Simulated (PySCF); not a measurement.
Isomers of C3H7OP and their computed core-level spectra.

Level of theory: delta-SCF UKS SCAN, pcX-2 on the ionised atom, pcseg-1 elsewhere, spin-free X2C (PySCF). Geometries: PBE0-D3(BJ)/def2-SVP; isolated species, one conformer each.

Line lists (1s up to Mg, 2p3/2 beyond; areas count atoms within a level, one atom standing for each set equivalent by bonding):
1. C 1s: 290.77 (area 2), 291.23 (area 1) eV; O 1s: 536.22 eV; P 2p3/2: 137.89 eV
2. C 1s: 290.85 (area 1), 291.02 (area 1), 291.07 (area 1) eV; O 1s: 536.48 eV; P 2p3/2: 138.08 eV
3. C 1s: 291.03 (area 1), 291.12 (area 1), 293.06 (area 1) eV; O 1s: 537.44 eV; P 2p3/2: 136.47 eV

Structures:
A. `CP1(=O)CC1`
B. `C[C@@H]1C[P@@H]1=O`
C. `CPC(C)=O`

Q: Match each list to its structure.

A: 
- 1 = A: no other candidate has these counts of sites. C 1s: 290.77 sp3 carbon bound to phosphorus (×2), 291.23 sp3 carbon bound to phosphorus; O 1s: 536.22 phosphoryl oxygen; P 2p3/2: 137.89 phosphoryl phosphorus.
- 2 = B: another candidate has the same counts of sites, so positions decide. C 1s: 290.85 sp3 carbon bound to phosphorus, 291.02 sp3 carbon bound to phosphorus, 291.07 methyl carbon; O 1s: 536.48 phosphoryl oxygen; P 2p3/2: 138.08 phosphoryl phosphorus.
- 3 = C: another candidate has the same counts of sites, so positions decide. C 1s: 291.03 sp3 carbon bound to phosphorus, 291.12 methyl carbon next to a carbonyl, 293.06 carbonyl carbon; O 1s: 537.44 carbonyl oxygen; P 2p3/2: 136.47 phosphine phosphorus.

The 2p values add to the ΔSCF energy of one spin-free hole a correction within the shell (spin–orbit coupling, ligand field).
